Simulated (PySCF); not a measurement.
Computed with PBE-D3(BJ)/def2-TZVP // B3LYP-D3(BJ)/def2-TZVP run with PySCF. Gas-phase values, no solvent. Excitations are Tamm–Dancoff values on a coarser integration grid. The basis has no diffuse functions, so Rydberg states are missing or too high.

Reference species (SMILES): `[BH3-][NH3+]` (neutral, multiplicity 1).

```json
{
 "S1 oscillator strength": "0.002",
 "S1–T1 gap (TDA)": "0.11 eV"
}
```

Changed species: `C[SiH3]`.

Problem. What does the change do to the S1 oscillator strength and S1–T1 gap (TDA)?

Solution. the S1 oscillator strength hardly moves; the S1–T1 gap (TDA) increases by 0.47 eV, to 0.58 eV.
